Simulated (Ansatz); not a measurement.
Relaxation of C3H5NS (10 atoms, charge 0, multiplicity 1), to a largest force component of 0.02 eV/Å in at most 50 steps.

Theory: RKS PBE0-D4/def2-mTZVP in Ansatz.

```xyz
10
Properties=species:S:1:pos:R:3:forces:R:3
C -1.304 1.183 1.013 -9.33 6.80 6.18
C -0.475 0.598 0.476 7.13 -6.12 -4.74
C 0.574 -0.167 -0.172 0.90 -0.07 1.20
N 0.488 -1.573 0.086 -1.97 -0.72 1.21
S 0.637 0.098 -1.964 0.22 -0.06 -0.47
H -2.138 1.799 1.460 1.66 -1.20 -0.73
H -0.009 1.139 -0.348 -0.47 1.62 -0.89
H -0.389 -1.850 -0.415 0.61 -0.61 0.56
H 0.231 -1.707 1.121 0.87 0.18 -1.98
H 0.858 1.426 -1.856 0.38 0.17 -0.33
```

Q: Where does it end, and by what steps?

A: The run converged. After 18 steps the energy has fallen by 5.378 eV; H8 moved furthest, 1.04 Å. The start is strongly strained (largest force component 9 eV/Å).

| step | energy less start (eV) | largest force component (eV/Å) | accepted |
| --- | --- | --- | --- |
| 0 | 0.0000 | 9.328 | yes |
| 1 | -1.0045 | 1.479 | yes |
| 2 | -1.4899 | 1.809 | yes |
| 3 | -1.8794 | 2.011 | yes |
| 4 | -2.2241 | 1.997 | yes |
| 5 | -2.5390 | 1.844 | yes |
| 6 | -2.8032 | 1.579 | yes |
| 7 | -3.0623 | 1.192 | yes |
| 8 | -3.3895 | 2.146 | yes |
| 9 | -4.0141 | 2.309 | yes |
| 10 | -4.6579 | 2.804 | yes |
| 11 | -5.0694 | 1.926 | yes |
| 12 | -5.2481 | 1.201 | yes |
| 13 | -5.3166 | 0.709 | yes |
| 14 | -5.3584 | 0.409 | yes |
| 15 | -5.3749 | 0.299 | yes |
| 16 | -5.3776 | 0.108 | yes |
| 17 | -5.3779 | 0.127 | yes |
| 18 | -5.3783 | 0.009 | yes |

```xyz
10
Properties=species:S:1:pos:R:3
C -1.187 0.631 1.285
C -0.513 0.906 0.140
C 0.179 -0.214 -0.436
N 0.094 -1.368 0.178
S 1.114 -0.110 -1.898
H -1.702 1.508 1.696
H -0.425 1.855 -0.401
H 0.540 -2.218 -0.122
H -0.497 -1.257 1.034
H 0.870 1.210 -2.075
```

Whether the end is a true minimum wasn't checked by a vibrational analysis.

The run took 36 s on 2 threads of Intel(R) Xeon(R) 6975P-C (Granite Rapids), with other jobs on the host, peak memory 0.26 GiB.
